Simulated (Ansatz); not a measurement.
The inner images of a band of H$_{4}$Si (5 atoms, charge 0, multiplicity 1) are given out of order.

Theory: RKS PBE0-D4/def2-TZVP (Ansatz).

Initial state:

```xyz
5
Properties=species:S:1:pos:R:3
Si 0.241 0.000 0.171
H 0.241 0.000 1.655
H 1.641 0.000 -0.324
H -0.459 1.212 -0.324
H -0.459 -1.212 -0.324
```

Final state:

```xyz
5
Properties=species:S:1:pos:R:3
Si 0.235 0.000 -0.696
H 0.692 0.000 1.047
H 1.385 0.000 0.591
H -0.553 1.117 -0.044
H -0.553 -1.117 -0.044
```

Q: Put them in order from the first end to the last, with their energies above the first end.
A.
```xyz
5
Properties=species:S:1:pos:R:3
Si 0.235 0.000 -0.334
H 0.474 0.000 1.198
H 1.569 0.000 0.297
H -0.536 1.240 -0.154
H -0.536 -1.240 -0.154
```
B.
```xyz
5
Properties=species:S:1:pos:R:3
Si 0.216 0.000 -0.042
H 0.365 0.000 1.400
H 1.684 0.000 -0.001
H -0.530 1.258 -0.252
H -0.530 -1.258 -0.252
```
C.
```xyz
5
Properties=species:S:1:pos:R:3
Si 0.223 0.000 0.077
H 0.319 0.000 1.532
H 1.682 0.000 -0.166
H -0.509 1.239 -0.294
H -0.509 -1.239 -0.294
```
D.
```xyz
5
Properties=species:S:1:pos:R:3
Si 0.240 0.000 -0.479
H 0.565 0.000 1.124
H 1.473 0.000 0.419
H -0.536 1.214 -0.105
H -0.536 -1.214 -0.105
```
E.
```xyz
5
Properties=species:S:1:pos:R:3
Si 0.223 0.000 -0.182
H 0.409 0.000 1.287
H 1.644 0.000 0.160
H -0.535 1.257 -0.205
H -0.535 -1.257 -0.205
```

A: C (+0.17 eV), B (+0.69 eV), E (+1.45 eV), A (+2.16 eV), D (+2.44 eV).

Time of the run: 27 s on 1 thread of Arm Neoverse V2 (shared host), peak memory 0.096 GiB.
